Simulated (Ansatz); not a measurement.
# Si₂H₂ (singlet): PBE, r2SCAN, PBE0, B3LYP, wB97M-V, B2PLYP, RPA-PBE over vertical spin and charge gaps, cc-pVTZ, part 2 of 2

Ansatz 0.2.0, Gaussian basis; cc-pVTZ, all electrons in the functionals, frozen cores in the correlation of double hybrids and RPA. The steps go on from the part before.

## Step 12: B3LYP, charge 0, triplet

Input file in.yaml:

```yaml
crystal:
  periodic: [false, false, false]
  atoms:
    - {symbol: Si, position_ang: [0.000000, 0.064094, 1.005387]}
    - {symbol: Si, position_ang: [0.000000, -0.004642, -1.094839]}
    - {symbol: H, position_ang: [0.000000, -0.381837, 2.430212]}
    - {symbol: H, position_ang: [0.000000, -1.274751, 0.062301]}
basis:
  gaussian: {orbitals: cc-pVTZ}
magnetization: {spin_polarized: true, initial_magnetization: 2}
hamiltonian: {xc: {name: B3LYP}}
```

Launch:

```bash
$ ansatz run in.yaml --threads 2 --pin off --events-out ev --progress --plain --max-ram 24576MiB --backend cuda --devices 0, --max-vram 18GiB
```

Standard output, cut to the lines that bear on the results:

```text
Functional definition: B3LYP
  name "B3LYP"
  cite "Stephens, Devlin, Chabalowski & Frisch, J. Phys. Chem. 98, 11623 (1994) doi:10.1021/j100096a001"
  cite "Becke, Phys. Rev. A 38, 3098 (1988) doi:10.1103/PhysRevA.38.3098"
  cite "Lee, Yang & Parr, Phys. Rev. B 37, 785 (1988) doi:10.1103/PhysRevB.37.785"
  cite "Vosko, Wilk & Nusair, Can. J. Phys. 58, 1200 (1980) doi:10.1139/p80-159"
[...]
688 factors; their error is unknown
[...]
mean field -15784.35602572 eV, -580.0643849245 hartree, gradient 7.6e-6 eV, S^2 2.011443; 8 other end points of the search recorded, 0 dependent functions left out
reference -15784.35622578 eV, -580.0643922764 hartree; 16, 14 occupied and 80, 82 virtual orbitals, 688 factors
Total energy: -15784.35622578 eV, -580.0643922764 hartree
```

Run time: 12 s. Hardware: 1 × H100 (card shared with other runs) with 2 threads of AMD EPYC 7R13, shared host; peak host memory 0.78 GiB.

From the report: ⟨S²⟩ of the determinant 2.011 (pure triplet: 2.00).

From charge 0, singlet: +2.108 eV.

## Step 13: B3LYP, charge 1, doublet

Edit in.yaml of step 12 so:

```diff
@@ -9,3 +9,4 @@
   gaussian: {orbitals: cc-pVTZ}
-magnetization: {spin_polarized: true, initial_magnetization: 2}
+total_charge: 1
+magnetization: {spin_polarized: true, initial_magnetization: 1}
 hamiltonian: {xc: {name: B3LYP}}
```

Launched as before.

Standard output, cut to the lines that bear on the results:

```text
Functional definition: B3LYP
  name "B3LYP"
  cite "Stephens, Devlin, Chabalowski & Frisch, J. Phys. Chem. 98, 11623 (1994) doi:10.1021/j100096a001"
  cite "Becke, Phys. Rev. A 38, 3098 (1988) doi:10.1103/PhysRevA.38.3098"
  cite "Lee, Yang & Parr, Phys. Rev. B 37, 785 (1988) doi:10.1103/PhysRevB.37.785"
  cite "Vosko, Wilk & Nusair, Can. J. Phys. 58, 1200 (1980) doi:10.1139/p80-159"
[...]
688 factors; their error is unknown
[...]
mean field -15778.36184701 eV, -579.8441029200 hartree, gradient 4.0e-5 eV, S^2 0.754201; 0 other end points of the search recorded, 0 dependent functions left out
reference -15778.36205345 eV, -579.8441105065 hartree; 15, 14 occupied and 81, 82 virtual orbitals, 688 factors
Total energy: -15778.36205345 eV, -579.8441105065 hartree
```

It took 4.2 s on 1 × H100 (card shared with other runs) with 2 threads of AMD EPYC 7R13, shared host; peak host memory 0.78 GiB.

From the report: ⟨S²⟩ of the determinant 0.754 (pure doublet: 0.75).

From charge 0, singlet: +8.102 eV.

## Step 14: wB97M-V, charge 0, singlet

Edit in.yaml of step 13 so:

```diff
@@ -9,4 +9,4 @@
   gaussian: {orbitals: cc-pVTZ}
-total_charge: 1
-magnetization: {spin_polarized: true, initial_magnetization: 1}
-hamiltonian: {xc: {name: B3LYP}}
+magnetization: {spin_polarized: true, initial_magnetization: 0}
+hamiltonian: {xc: {name: wB97M-V}}
+output: {orbitals: {seedname: orbitals}}
```

Launch:

```bash
$ ansatz run in.yaml --threads 1 --pin off --events-out ev --progress --plain --max-ram 4096MiB --backend cpu
```

Standard output, cut to the lines that bear on the results:

```text
Functional definition: wB97M-V
  name "wB97M-V"
  cite "Mardirossian & Head-Gordon, J. Chem. Phys. 144, 214110 (2016) doi:10.1063/1.4952647"
  cite "Becke, J. Chem. Phys. 107, 8554 (1997) doi:10.1063/1.475007"
  cite "Vydrov & Van Voorhis, J. Chem. Phys. 133, 244103 (2010) doi:10.1063/1.3521275"
  # Of w^i u^j: cxij and so on, Table III.
[...]
  gx(w, u) = 1 - cx + cx01*u + cx10*w
  gss(w, u) = css00 + css04*u^4 + css10*w + css20*w^2 + css43*w^4*u^3
  gos(w, u) = cos00 + cos10*w + (cos20 + cos21*u)*w^2 + (cos60 + cos61*u)*w^6
[...]
      + integral(e_c_pw_mod_opposite_spin*gos(b97_w_opposite, b97_u_opposite)) + vv10(b, c)
688 factors; their error is unknown
146 factors; integrals over basis functions are off by at most 5.1e-5 eV
[...]
mean field -15784.10109479 eV, -580.0550163854 hartree, gradient 1.4e-5 eV, S^2 0.000000; 1 other end points of the search recorded, 0 dependent functions left out
reference -15784.10113010 eV, -580.0550176830 hartree; 15, 15 occupied and 81, 81 virtual orbitals, 688 factors
Total energy: -15784.10113010 eV, -580.0550176830 hartree
```

It took 8 s on 1 thread of AMD EPYC 7R13, shared host; peak memory 0.29 GiB.

From the report: ⟨S²⟩ of the determinant 0.000 (pure singlet: 0.00).

## Step 15: wB97M-V, charge 0, triplet

Edit in.yaml of step 14 so:

```diff
@@ -9,3 +9,3 @@
   gaussian: {orbitals: cc-pVTZ}
-magnetization: {spin_polarized: true, initial_magnetization: 0}
+magnetization: {spin_polarized: true, initial_magnetization: 2}
 hamiltonian: {xc: {name: wB97M-V}}
```

Launch:

```bash
$ ansatz run in.yaml --threads 2 --pin off --events-out ev --progress --plain --max-ram 24576MiB --backend cuda --devices 0, --max-vram 18GiB
```

Standard output, cut to the lines that bear on the results:

```text
Functional definition: wB97M-V
  name "wB97M-V"
  cite "Mardirossian & Head-Gordon, J. Chem. Phys. 144, 214110 (2016) doi:10.1063/1.4952647"
  cite "Becke, J. Chem. Phys. 107, 8554 (1997) doi:10.1063/1.475007"
  cite "Vydrov & Van Voorhis, J. Chem. Phys. 133, 244103 (2010) doi:10.1063/1.3521275"
  # Of w^i u^j: cxij and so on, Table III.
[...]
  gx(w, u) = 1 - cx + cx01*u + cx10*w
  gss(w, u) = css00 + css04*u^4 + css10*w + css20*w^2 + css43*w^4*u^3
  gos(w, u) = cos00 + cos10*w + (cos20 + cos21*u)*w^2 + (cos60 + cos61*u)*w^6
[...]
      + integral(e_c_pw_mod_opposite_spin*gos(b97_w_opposite, b97_u_opposite)) + vv10(b, c)
688 factors; their error is unknown
146 factors; integrals over basis functions are off by at most 5.1e-5 eV
[...]
mean field -15781.86858730 eV, -579.9729732486 hartree, gradient 5.8e-6 eV, S^2 2.008518; 4 other end points of the search recorded, 0 dependent functions left out
reference -15781.86862180 eV, -579.9729745165 hartree; 16, 14 occupied and 80, 82 virtual orbitals, 688 factors
Total energy: -15781.86862180 eV, -579.9729745165 hartree
```

It took 12 s on 1 × H100 (card shared with other runs) with 2 threads of AMD EPYC 7R13, shared host; peak host memory 0.85 GiB.

From the report: ⟨S²⟩ of the determinant 2.009 (pure triplet: 2.00).

From charge 0, singlet: +2.233 eV.

## Step 16: wB97M-V, charge 1, doublet

Edit in.yaml of step 15 so:

```diff
@@ -9,3 +9,4 @@
   gaussian: {orbitals: cc-pVTZ}
-magnetization: {spin_polarized: true, initial_magnetization: 2}
+total_charge: 1
+magnetization: {spin_polarized: true, initial_magnetization: 1}
 hamiltonian: {xc: {name: wB97M-V}}
```

Same command.

Standard output, cut to the lines that bear on the results:

```text
Functional definition: wB97M-V
  name "wB97M-V"
  cite "Mardirossian & Head-Gordon, J. Chem. Phys. 144, 214110 (2016) doi:10.1063/1.4952647"
  cite "Becke, J. Chem. Phys. 107, 8554 (1997) doi:10.1063/1.475007"
  cite "Vydrov & Van Voorhis, J. Chem. Phys. 133, 244103 (2010) doi:10.1063/1.3521275"
  # Of w^i u^j: cxij and so on, Table III.
[...]
  gx(w, u) = 1 - cx + cx01*u + cx10*w
  gss(w, u) = css00 + css04*u^4 + css10*w + css20*w^2 + css43*w^4*u^3
  gos(w, u) = cos00 + cos10*w + (cos20 + cos21*u)*w^2 + (cos60 + cos61*u)*w^6
[...]
      + integral(e_c_pw_mod_opposite_spin*gos(b97_w_opposite, b97_u_opposite)) + vv10(b, c)
688 factors; their error is unknown
146 factors; integrals over basis functions are off by at most 5.1e-5 eV
[...]
mean field -15776.07649751 eV, -579.7601178748 hartree, gradient 5.2e-5 eV, S^2 0.751761; 0 other end points of the search recorded, 0 dependent functions left out
reference -15776.07653454 eV, -579.7601192358 hartree; 15, 14 occupied and 81, 82 virtual orbitals, 688 factors
Total energy: -15776.07653454 eV, -579.7601192358 hartree
```

It took 7 s on 1 × H100 (card shared with other runs) with 2 threads of AMD EPYC 7R13, shared host; peak host memory 0.83 GiB.

From the report: ⟨S²⟩ of the determinant 0.752 (pure doublet: 0.75).

From charge 0, singlet: +8.025 eV.

## Step 17: B2PLYP, charge 0, singlet

Edit in.yaml of step 16 so:

```diff
@@ -9,5 +9,4 @@
   gaussian: {orbitals: cc-pVTZ}
-total_charge: 1
-magnetization: {spin_polarized: true, initial_magnetization: 1}
-hamiltonian: {xc: {name: wB97M-V}}
-output: {orbitals: {seedname: orbitals}}
+magnetization: {spin_polarized: true, initial_magnetization: 0}
+hamiltonian: {xc: {name: B2PLYP}}
+correlation: {electrons: outside_noble_gas}
```

Launch:

```bash
$ ansatz run in.yaml --threads 1 --pin off --events-out ev --progress --plain --max-ram 4096MiB --backend cpu
```

Standard output, cut to the lines that bear on the results:

```text
Functional definition: B2PLYP
  name "B2PLYP"
  cite "Grimme, J. Chem. Phys. 124, 034108 (2006) doi:10.1063/1.2148954"
  cite "Becke, Phys. Rev. A 38, 3098 (1988) doi:10.1103/PhysRevA.38.3098"
  cite "Lee, Yang & Parr, Phys. Rev. B 37, 785 (1988) doi:10.1103/PhysRevB.37.785"
[...]
569 factors; integrals over basis functions are off by at most 1.0e-3 eV
[...]
mean field -15776.52561127 eV, -579.7766225010 hartree, gradient 4.7e-6 eV, S^2 0.000000; 4 other end points of the search recorded, 0 dependent functions left out
10 core orbitals not correlated: weight in the atoms' cores, before any rotation towards them, 1.000 or more for the frozen orbitals, at most 0.000 for the correlated occupied ones
reference -15776.52573766 eV, -579.7766271457 hartree; 5, 5 occupied and 81, 81 virtual orbitals, 569 factors
second order -8.19015355 eV of doubles, -0.00000000 eV of singles
Total energy: -15778.73707911 eV, -579.8578924453 hartree
```

It took 6 s on 1 thread of AMD EPYC 7R13, shared host.

From the report: ⟨S²⟩ of the determinant 0.000 (pure singlet: 0.00).

## Step 18: B2PLYP, charge 0, triplet

Edit in.yaml of step 17 so:

```diff
@@ -9,3 +9,3 @@
   gaussian: {orbitals: cc-pVTZ}
-magnetization: {spin_polarized: true, initial_magnetization: 0}
+magnetization: {spin_polarized: true, initial_magnetization: 2}
 hamiltonian: {xc: {name: B2PLYP}}
```

Launch:

```bash
$ ansatz run in.yaml --threads 2 --pin off --events-out ev --progress --plain --max-ram 24576MiB --backend cuda --devices 0, --max-vram 18GiB
```

Standard output, cut to the lines that bear on the results:

```text
Functional definition: B2PLYP
  name "B2PLYP"
  cite "Grimme, J. Chem. Phys. 124, 034108 (2006) doi:10.1063/1.2148954"
  cite "Becke, Phys. Rev. A 38, 3098 (1988) doi:10.1103/PhysRevA.38.3098"
  cite "Lee, Yang & Parr, Phys. Rev. B 37, 785 (1988) doi:10.1103/PhysRevB.37.785"
[...]
569 factors; integrals over basis functions are off by at most 1.0e-3 eV
[...]
mean field -15774.61797447 eV, -579.7065181417 hartree, gradient 2.7e-6 eV, S^2 2.023606; 6 other end points of the search recorded, 0 dependent functions left out
10 core orbitals not correlated: weight in the atoms' cores, before any rotation towards them, 1.000 or more for the frozen orbitals, at most 0.000 for the correlated occupied ones
reference -15774.61810221 eV, -579.7065228361 hartree; 6, 4 occupied and 80, 82 virtual orbitals, 569 factors
second order -6.92836423 eV of doubles, -0.00000000 eV of singles
Total energy: -15776.48876055 eV, -579.7752682622 hartree
```

It took 9.5 s on 1 × H100 (card shared with other runs) with 2 threads of AMD EPYC 7R13, shared host; peak host memory 0.77 GiB.

From the report: ⟨S²⟩ of the determinant 2.024 (pure triplet: 2.00).

From charge 0, singlet: +2.248 eV.

## Step 19: B2PLYP, charge 1, doublet

Edit in.yaml of step 18 so:

```diff
@@ -9,3 +9,4 @@
   gaussian: {orbitals: cc-pVTZ}
-magnetization: {spin_polarized: true, initial_magnetization: 2}
+total_charge: 1
+magnetization: {spin_polarized: true, initial_magnetization: 1}
 hamiltonian: {xc: {name: B2PLYP}}
```

Launched as before.

Standard output, cut to the lines that bear on the results:

```text
Functional definition: B2PLYP
  name "B2PLYP"
  cite "Grimme, J. Chem. Phys. 124, 034108 (2006) doi:10.1063/1.2148954"
  cite "Becke, Phys. Rev. A 38, 3098 (1988) doi:10.1103/PhysRevA.38.3098"
  cite "Lee, Yang & Parr, Phys. Rev. B 37, 785 (1988) doi:10.1103/PhysRevB.37.785"
[...]
569 factors; integrals over basis functions are off by at most 1.0e-3 eV
[...]
mean field -15768.88789091 eV, -579.4959414547 hartree, gradient 8.1e-6 eV, S^2 0.757348; 0 other end points of the search recorded, 0 dependent functions left out
10 core orbitals not correlated: weight in the atoms' cores, before any rotation towards them, 1.000 or more for the frozen orbitals, at most 0.000 for the correlated occupied ones
reference -15768.88802149 eV, -579.4959462534 hartree; 5, 4 occupied and 81, 82 virtual orbitals, 569 factors
second order -6.48475060 eV of doubles, -0.00000000 eV of singles
Total energy: -15770.63890415 eV, -579.5602900045 hartree
```

It took 7 s on 1 × H100 (card shared with other runs) with 2 threads of AMD EPYC 7R13, shared host; peak host memory 0.77 GiB.

From the report: ⟨S²⟩ of the determinant 0.757 (pure doublet: 0.75).

From charge 0, singlet: +8.098 eV.

## Step 20: RPA-PBE, charge 0, singlet

Edit in.yaml of step 19 so:

```diff
@@ -9,5 +9,4 @@
   gaussian: {orbitals: cc-pVTZ}
-total_charge: 1
-magnetization: {spin_polarized: true, initial_magnetization: 1}
-hamiltonian: {xc: {name: B2PLYP}}
-correlation: {electrons: outside_noble_gas}
+magnetization: {spin_polarized: true, initial_magnetization: 0}
+hamiltonian: {xc: {name: PBE}}
+correlation: {method: rpa, electrons: outside_noble_gas}
```

Launch:

```bash
$ ansatz run in.yaml --threads 1 --pin off --events-out ev --progress --plain --max-ram 4096MiB --backend cpu
```

Standard output, cut to the lines that bear on the results:

```text
Functional definition: PBE
  name "PBE"
  cite "Perdew, Burke & Ernzerhof, Phys. Rev. Lett. 77, 3865 (1996) doi:10.1103/PhysRevLett.77.3865"
  parent pbe
[...]
569 factors; integrals over basis functions are off by at most 1.0e-3 eV
[...]
mean field -15777.37265399 eV, -579.8077507470 hartree, gradient 4.0e-6 eV, S^2 0.000000; 2 other end points of the search recorded, 0 dependent functions left out
10 core orbitals not correlated: weight in the atoms' cores, before any rotation towards them, 1.000 or more for the frozen orbitals, at most 0.000 for the correlated occupied ones
reference -15752.78798984 eV, -578.9042810033 hartree; 5, 5 occupied and 81, 81 virtual orbitals, 569 factors
Total energy: -15764.74681675 eV, -579.3437597863 hartree
```

Wall time 2.4 s (1 thread of AMD EPYC 7R13, shared host).

From the report: ⟨S²⟩ of the determinant 0.000 (pure singlet: 0.00).

## Step 21: RPA-PBE, charge 0, triplet

Edit in.yaml of step 20 so:

```diff
@@ -9,3 +9,3 @@
   gaussian: {orbitals: cc-pVTZ}
-magnetization: {spin_polarized: true, initial_magnetization: 0}
+magnetization: {spin_polarized: true, initial_magnetization: 2}
 hamiltonian: {xc: {name: PBE}}
```

Launch:

```bash
$ ansatz run in.yaml --threads 2 --pin off --events-out ev --progress --plain --max-ram 24576MiB --backend cuda --devices 0, --max-vram 18GiB
```

Standard output, cut to the lines that bear on the results:

```text
Functional definition: PBE
  name "PBE"
  cite "Perdew, Burke & Ernzerhof, Phys. Rev. Lett. 77, 3865 (1996) doi:10.1103/PhysRevLett.77.3865"
  parent pbe
[...]
569 factors; integrals over basis functions are off by at most 1.0e-3 eV
[...]
mean field -15775.27297678 eV, -579.7305890326 hartree, gradient 8.9e-6 eV, S^2 2.010445; 11 other end points of the search recorded, 0 dependent functions left out
10 core orbitals not correlated: weight in the atoms' cores, before any rotation towards them, 1.000 or more for the frozen orbitals, at most 0.000 for the correlated occupied ones
reference -15751.20365903 eV, -578.8460579201 hartree; 6, 4 occupied and 80, 82 virtual orbitals, 569 factors
Total energy: -15762.54733782 eV, -579.2629304264 hartree
```

Run time: 13 s. Hardware: 1 × H100 (card shared with other runs) with 2 threads of AMD EPYC 7R13, shared host; peak host memory 0.86 GiB.

From the report: ⟨S²⟩ of the determinant 2.010 (pure triplet: 2.00).

From charge 0, singlet: +2.199 eV.

## Step 22: RPA-PBE, charge 1, doublet

Edit in.yaml of step 21 so:

```diff
@@ -9,3 +9,4 @@
   gaussian: {orbitals: cc-pVTZ}
-magnetization: {spin_polarized: true, initial_magnetization: 2}
+total_charge: 1
+magnetization: {spin_polarized: true, initial_magnetization: 1}
 hamiltonian: {xc: {name: PBE}}
```

Launched as before.

Standard output, cut to the lines that bear on the results:

```text
Functional definition: PBE
  name "PBE"
  cite "Perdew, Burke & Ernzerhof, Phys. Rev. Lett. 77, 3865 (1996) doi:10.1103/PhysRevLett.77.3865"
  parent pbe
[...]
569 factors; integrals over basis functions are off by at most 1.0e-3 eV
[...]
mean field -15769.21218672 eV, -579.5078591061 hartree, gradient 2.4e-6 eV, S^2 0.755386; 3 other end points of the search recorded, 0 dependent functions left out
10 core orbitals not correlated: weight in the atoms' cores, before any rotation towards them, 1.000 or more for the frozen orbitals, at most 0.000 for the correlated occupied ones
reference -15745.87094954 eV, -578.6500844608 hartree; 5, 4 occupied and 81, 82 virtual orbitals, 569 factors
Total energy: -15756.35751883 eV, -579.0354587741 hartree
```

It took 11 s on 1 × H100 (card shared with other runs) with 2 threads of AMD EPYC 7R13, shared host; peak host memory 0.85 GiB.

From the report: ⟨S²⟩ of the determinant 0.755 (pure doublet: 0.75).

From charge 0, singlet: +8.389 eV.

## Step 23: Against the wave-function levels

No level is safe as a reference over these points; UCCSD(T) serves as a yardstick only. It and the other wave-function rows come from earlier runs at the same points. Energies in eV, counted from charge 0, singlet; blanks weren't run or aren't comparable.

| level | singlet to triplet | ionisation to the doublet cation |
| --- | --- | --- |
| UCCSD(T) | 2.295 | 8.211 |
| PBE | 2.100 | 8.160 |
| r2SCAN | 2.025 | 8.137 |
| PBE0 | 2.026 | 8.101 |
| B3LYP | 2.108 | 8.102 |
| wB97M-V | 2.233 | 8.025 |
| B2PLYP | 2.248 | 8.098 |
| RPA-PBE | 2.199 | 8.389 |
| RHF | 1.649 | 7.014 |
| RMP2 | 2.358 | 8.180 |
| UMP2 | 2.416 | 8.207 |
| RCCSD | 2.202 | 8.065 |
| RCCSD(T) | 2.292 | 8.210 |
| RCCSDT(Q) | 2.290 | 8.222 |
| UCCSDT(Q) | 2.289 | 8.221 |
| CASSCF valence | 2.375 | 7.299 |
| NEVPT2 valence | 2.324 | 7.990 |
| MRCISD+Q valence | 2.313 | 8.191 |

Largest miss and mean time a point (UCCSD(T) took 12 s a point; shared hosts):

| level | largest miss (eV) | where | time a point |
| --- | --- | --- | --- |
| PBE | -0.195 | singlet to triplet | 6 s |
| r2SCAN | -0.270 | singlet to triplet | 7.2 s |
| PBE0 | -0.269 | singlet to triplet | 8 s |
| B3LYP | -0.187 | singlet to triplet | 6.1 s |
| wB97M-V | -0.187 | ionisation to the doublet cation | 8.8 s |
| B2PLYP | -0.113 | ionisation to the doublet cation | 7.5 s |
| RPA-PBE | +0.178 | ionisation to the doublet cation | 8.5 s |
| RHF | -1.197 | ionisation to the doublet cation |  |
| RMP2 | +0.062 | singlet to triplet |  |
| UMP2 | +0.121 | singlet to triplet |  |
| RCCSD | -0.146 | ionisation to the doublet cation |  |
| RCCSD(T) | -0.003 | singlet to triplet | 12 s |
| RCCSDT(Q) | +0.010 | ionisation to the doublet cation | 19 s |
| UCCSDT(Q) | +0.009 | ionisation to the doublet cation | 20 s |
| CASSCF valence | -0.912 | ionisation to the doublet cation |  |
| NEVPT2 valence | -0.221 | ionisation to the doublet cation | 14 s |
| MRCISD+Q valence | -0.020 | ionisation to the doublet cation | 13 s |

## Step 24: Summary of results

The summary covers parts 1 to 2.

| quantity | value |
| --- | --- |
| singlet to triplet, UCCSD(T) | 2.295 eV |
| ionisation to the doublet cation, UCCSD(T) | 8.211 eV |
| largest miss, PBE | -0.195 eV (singlet to triplet) |
| largest miss, r2SCAN | -0.270 eV (singlet to triplet) |
| largest miss, PBE0 | -0.269 eV (singlet to triplet) |
| largest miss, B3LYP | -0.187 eV (singlet to triplet) |
| largest miss, wB97M-V | -0.187 eV (ionisation to the doublet cation) |
| largest miss, B2PLYP | -0.113 eV (ionisation to the doublet cation) |
| largest miss, RPA-PBE | +0.178 eV (ionisation to the doublet cation) |
| largest miss, RCCSD(T) | -0.003 eV (singlet to triplet) |

**Reading.** Of the functionals, B2PLYP keep the smallest largest miss at the points compared (at most 0.113 eV) and r2SCAN strays most (0.270 eV, at singlet to triplet). Functionals and the yardstick converge differently with the basis, so part of each miss in cc-pVTZ is the basis. The yardstick itself may be off where one determinant is a poor start.
